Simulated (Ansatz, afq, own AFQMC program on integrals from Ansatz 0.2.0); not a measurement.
AFQMC on a folder of integrals that Ansatz 0.2.0 wrote.

```yaml
crystal:
  periodic: [false, false, false]
  atoms:
    - {symbol: Mo, position_ang: [0.000000, 0.000000, 0.000000]}
basis:
  gaussian: {orbitals: def2-SVP}
magnetization: {spin_polarized: true, initial_magnetization: 6}
correlation: {method: ccsd_t, electrons: outside_noble_gas, hamiltonian_folder: ham}
```

```sh
$ ansatz run in.yaml --threads 1 --pin off --events-out ev --progress --plain --max-ram 16896MiB --backend cuda --devices 0, --max-vram 18GiB
```

afq runs on the folder ham with

```
--method free --trial cisd --walkers 4000 --time-step 0.03 --max-blocks 4000 --target-error 0.00018 --factor-cut 1e-05 --seed 4703 --times 0,0.3,0.6,1.2,1.8,2.4,3.6,4.8,6 --taylor-order 8
```

Times are imaginary, in 1/Eh. The walk had a cap of 61 s. Core potentials past Kr, no spin–orbit coupling.

Log:

```
orbitals 27  electrons 6 0  factors 199 of 214
reference energy -67.54536770 Eh
CCSD correlation -0.05992458 Eh in 7 cycles, weight of the determinant in the CISD state 0.9701
repeat  energy at the last time / Eh  error
    10  -67.606314  0.000020
    20  -67.606299  0.000014
    30  -67.606307  0.000011
time / (1/Eh)  energy / Eh  error  mean overlap
  0.00  -67.605291  0.000001  1.0308
  0.30  -67.605742  0.000004  1.0301
  0.60  -67.605961  0.000006  1.0303
  1.20  -67.606166  0.000007  1.0287
  1.80  -67.606243  0.000006  1.0274
  2.40  -67.606271  0.000008  1.0269
  3.60  -67.606301  0.000009  1.0259
  4.80  -67.606298  0.000012  1.0281
  6.00  -67.606308  0.000010  1.0275
energy -67.606308 +/- 0.000010 Eh
```

The run passed its tests (error under three times the target), which doesn't prove that it has relaxed.

Against this walk (error 0.3 meV) on the same determinant: CCSD(T) 4.6 meV higher, CCSDT(Q) 0.2 meV lower (within the noise), CCSDTQ 0.3 meV lower (within the noise), full CI 0.2 meV lower (within the noise). The error is statistical, and a free projection of finite length keeps a remainder of its start.

Cautions: remainder of the start not in the error; no spin-orbit coupling; outer-core shells of the metal frozen.

The walk took 9.5 s on 1 × NVIDIA H100 80GB HBM3 with 2 threads of AMD EPYC 7R13 Processor (Zen 3), on a shared host (the card was shared). The log's last line is the free-projection energy.

CCSDT and higher add their correlation energy to the determinant of the CCSD(T) run, since their own runs factorise the integrals more tightly (a shift of under 2 meV). A walk keeps the symmetry of its determinant, which the program's search chose and which needn't be the lowest solution, so a lower state of the same spin and another symmetry isn't excluded.
